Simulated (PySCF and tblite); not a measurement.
The numbers below are computed, except where a source is named.
C₃H₈O, numbered as in [CH3:1][CH2:2][CH2:3][OH:4]. Geometries GFN2-xTB; weights from PBE0-D3(BJ)/pcSseg-1 (IEF-PCM, chloroform) energies and GFN2-xTB thermal corrections, with symmetry numbers and mirror pairs. Conformers within 3 kcal/mol (GFN2-xTB free energy) were kept, 10 at most. GIAO shieldings: PBE0/pcSseg-1 (IEF-PCM, chloroform). Shifts are against TMS (¹H), TMS (¹³C) at the same level. (PySCF 2.14, tblite 0.8.)

Torsions listed: C1–C2–C3–O4, C2–C3–O4–H4. Of a mirror pair one member is shown.

| conformer | shape | point group | mirror pair | ΔE(DFT) | Δ(G−E) at 380 K | δ H1 (ppm) |
| --- | --- | --- | --- | --- | --- | --- |
| 1 | 62°, 56° | C1 | yes | 0.00 | 0.00 | 1.11 |
| 2 | -178°, -58° | C1 | yes | 0.21 | -0.04 | 0.92 |
| 3 | 68°, -58° | C1 | yes | 0.22 | 0.00 | 1.02 |
| 4 | 67°, -179° | C1 | yes | 0.57 | -0.21 | 1.11 |
| 5 | 180°, 180° | Cs | no | 0.62 | -0.26 | 0.94 |

Energies in kcal/mol; the thermal term leaves out symmetry numbers and mirror images.

(1) Work out the weights at 380 K and the ¹H shift of H1 under fast exchange.

## Answers

(1) RT = 0.755 kcal/mol. Each conformer gets RT ln(σ/g), with σ the rotational symmetry number and g = 2 for a mirror pair: 1: σ = 1, g = 2, G = 0.00 + 0.00 − 0.52 = -0.52, 0.00 above the lowest, exp(−ΔG/RT) = 1.000; 2: σ = 1, g = 2, G = 0.21 − 0.04 − 0.52 = -0.34, 0.18 above the lowest, exp(−ΔG/RT) = 0.788; 3: σ = 1, g = 2, G = 0.22 + 0.00 − 0.52 = -0.30, 0.22 above the lowest, exp(−ΔG/RT) = 0.745; 4: σ = 1, g = 2, G = 0.57 − 0.21 − 0.52 = -0.16, 0.36 above the lowest, exp(−ΔG/RT) = 0.619; 5: σ = 1, g = 1, G = 0.62 − 0.26 + 0.00 = 0.36, 0.88 above the lowest, exp(−ΔG/RT) = 0.312. The sum is 3.463, so the weights are 28.9, 22.8, 21.5, 17.9, 9.0 %. The averaged shift is 1.03 ppm. At 298.15 K it is 1.03 ppm. At 298.15 K the leading conformer alone gives 1.11 ppm and bare DFT energies give 1.03 ppm.
